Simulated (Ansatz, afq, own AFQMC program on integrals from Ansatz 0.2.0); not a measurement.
C2H2, singlet in cc-pVDZ, levels against CCSDT(Q)

```xyz
4

C     0.0000    0.0000    0.5528
C     0.0000    0.0000   -0.7378
H     0.0000   -0.9396    1.1020
H     0.0000    0.9396    1.1020
```

Connectivity, by distances: CH2–C.

Basis cc-pVDZ. Only valence electrons are correlated. Integrals, coupled cluster, full CI and functionals: Ansatz 0.2.0; the random walks run on the same integrals in our own AFQMC program. ph-AFQMC/CISD is guided by a CISD state made of CCSD amplitudes; releasing the constraint for a short imaginary time cuts its bias at the price of noise, slowly where states lie close. Free projection: walkers drawn from exp(T), propagated without any constraint. Its projection time is finite, and what remains of the start isn't in its error. Error bars are statistical, one sigma.

Determinant: RHF, the one that the program's search chose, which needn't be the lowest solution. The geometry is a point of a scan.

No full CI on the walks' own integrals is used here; CCSDT(Q) serves as the reference and is uncertain by about the last step of the cluster series.

Cautions: restricted determinant unstable towards unrestricted (UHF 17 meV lower, ⟨S²⟩ 0.15); the released energies are still falling, so no released level is given (meV from the phaseless value at times in 1/Eh: 13 ± 11 at 0.24, 19 ± 10 at 0.51, 10 ± 11 at 0.99, -13 ± 12 at 1.62, -21 ± 15 at 2.40), though the last usable value meets CCSDT(Q) within the noise.

The T1 diagnostic is 0.0161. The weight of the determinant in the CISD state is 0.880. The size of the correlated space is 10 electrons in 36 orbitals.

```json
{"level": "MP2", "correlation energy (eV)": "-6.2402"}
{"level": "CCSD", "correlation energy (eV)": "-7.0896"}
{"level": "CCSD(T)", "correlation energy (eV)": "-7.3445"}
```

(1) Estimate where free-projection AFQMC lies against CCSD(T) on the same integrals.

(1) 0.77 ± 0.34 kcal/mol below CCSD(T).

Reference: CCSDT(Q), correlation energy -7.387 eV.

```tsv
level	E − E(reference) (kcal/mol)	share of correlation (%)
CCSD(T)	0.98	99.43
CCSDT	0.39	99.77
ph-AFQMC/HF	-0.86 ± 1.66	100.50
ph-AFQMC/CISD	0.30 ± 0.26	99.83
free AFQMC	0.20 ± 0.34	99.88
```

Free projections are given only where their last times agree within the noise and don't stop above the reference; a slow remainder of the start can still hide under it. A walk keeps the symmetry of its determinant, which the program's search chose and which needn't be the lowest solution, so a lower state of the same spin and another symmetry isn't excluded.
